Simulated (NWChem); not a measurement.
silicon monoxide (SiO, singlet); SMILES O=[Si]

```xyz
2

Si     0.0000     0.0000     0.5486
O      0.0000     0.0000    -0.9601
```
Atoms are numbered in this order, from 1.

Results from NWChem. Medium grid unless said otherwise, to which SCAN and Minnesota functionals are sensitive. Low-valent species are run as closed-shell singlets; no triplet was tried in these runs. Coordinates come from a PBE0-D3(BJ)/def2-TZVP optimisation. Total energies of different functionals are on different scales.

```tsv
level	energy (Ha)	highest occupied level (eV)	orbital gap (eV)	dipole (D)
B3LYP/def2-TZVP	-364.7864	-8.55	6.41	3.10
PBE/def2-TZVP	-364.5439	-7.39	4.63	2.78
RPBE/def2-TZVP	-364.7355	-7.35	4.62	2.72
LC-wPBE (HJS exchange hole, range parameter 0.4 per bohr)/def2-TZVP	-364.5849	-11.53	11.78	3.14
OLYP/def2-TZVP	-364.7493	-7.24	4.64	2.74
TPSS/def2-TZVP	-364.7913	-7.52	4.81	2.77
r2SCAN0/def2-TZVP	-364.6763	-8.97	7.12	3.12
```
